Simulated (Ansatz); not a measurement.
# AlSiH2 (quartet): wave-function methods side by side at distance Si1–Al2 = 2.137 Å, cc-pVDZ

Aim: climb from Hartree-Fock through coupled cluster and multireference methods for AlSiH2 (quartet) at one geometry and basis, and see what each rung misses.

Method: cc-pVDZ, core rule «outside noble gas», up to 10 orbitals frozen; program: Ansatz 0.2.0, Gaussian basis.

To be run: UHF; CCSD(T) on ROHF; CCSD(T) on UHF; BCCD(T) on ROHF; CISD; CCSDT(Q) on ROHF; CCSDT(Q) on UHF; CASSCF and MRCISD+Q, 5 electrons in 5 orbitals; CASSCF and NEVPT2, 5 electrons in 5 orbitals.

36 further runs of the same task are left out: 14 for a known fault of the program, 14 that didn't finish, 8 set aside as unsound or not needed.

## (1) The geometry

The geometry derives from a PBE0/def2-TZVP stationary point (not a proven minimum). One bond is set to the value named and the two fragments are kept rigid.

4 atoms, charge 0, spin multiplicity 4.

Atoms are counted from 1 here; the program's logs count them from 0.

Bond lengths: Si1–Al2 2.137 Å, Al2–H3 1.583 Å, Al2–H4 1.583 Å. Angles: Si1–Al2–H3 117.4°, Si1–Al2–H4 117.4°, H3–Al2–H4 125.2°.

Geometry (Å):

```
atom   x (Å)    y (Å)    z (Å)
 Si1  0.0000   0.0000   1.1113
 Al2  0.0000   0.0000  -1.0257
  H3  0.0000   1.4055  -1.7543
  H4  0.0000  -1.4055  -1.7543
```

## (2) UHF

Input file in.yaml:

```yaml
crystal:
  periodic: [false, false, false]
  atoms:
    - {symbol: Si, position_ang: [0.000000, 0.000000, 1.111302]}
    - {symbol: Al, position_ang: [0.000000, 0.000000, -1.025698]}
    - {symbol: H, position_ang: [0.000000, 1.405470, -1.754348]}
    - {symbol: H, position_ang: [0.000000, -1.405470, -1.754348]}
basis:
  gaussian: {orbitals: cc-pVDZ}
magnetization: {spin_polarized: true, initial_magnetization: 3}
hamiltonian: {xc: hf}
output: {orbitals: {seedname: orbitals}}
```

Started as:

```
> ansatz run in.yaml --threads 1 --pin off --events-out ev --progress --plain --max-ram 2393MiB
```

The runs that follow: CCSD(T) on ROHF; CCSD(T) on UHF; BCCD(T) on ROHF; CISD; CCSDT(Q) on ROHF; CCSDT(Q) on UHF; CASSCF and MRCISD+Q, 5 electrons in 5 orbitals; CASSCF and NEVPT2, 5 electrons in 5 orbitals.

Q: Predict the results of all the runs planned. Wanted: UCCSDT(Q) below the RHF energy; RMP2 from UCCSDT(Q); UMP2 from UCCSDT(Q); RCCSD from UCCSDT(Q); RCCSD(T) from UCCSDT(Q); UCCSD(T) from UCCSDT(Q); RCCSDT(Q) from UCCSDT(Q); NEVPT2 pair from UCCSDT(Q); MRCISD+Q pair from UCCSDT(Q).

As calculated:

```
                         quantity                                                                  value
   UCCSDT(Q) below the RHF energy                                                             -4.2250 eV
              RMP2 from UCCSDT(Q)                                                        +24.34 kcal/mol
              UMP2 from UCCSDT(Q)                                                        +24.43 kcal/mol
             RCCSD from UCCSDT(Q)                                                         +3.31 kcal/mol
          RCCSD(T) from UCCSDT(Q)                                                         +0.83 kcal/mol
          UCCSD(T) from UCCSDT(Q)                                                         +0.83 kcal/mol
         RCCSDT(Q) from UCCSDT(Q)                                                         +0.01 kcal/mol
       NEVPT2 pair from UCCSDT(Q)                                                        +24.75 kcal/mol
     MRCISD+Q pair from UCCSDT(Q)                                                         +0.21 kcal/mol
levels within 1 kcal/mol (43 meV)  RCCSD(T), UCCSD(T), BCCD(T), RCCSDT, UCCSDT, RCCSDT(Q), MRCISD+Q pair
                    T1 diagnostic                                                                  0.028
```

What this shows: RCCSD(T) lands +0.83 kcal/mol from the yardstick (0.9 % of the correlation energy). Of the multireference levels listed MRCISD+Q pair comes nearest in total energy (+0.21 kcal/mol), which doesn't show that its space is the better one. These misses are within one basis, not against nature; the frozen cores of restricted and unrestricted runs differ, which can shift their rows.
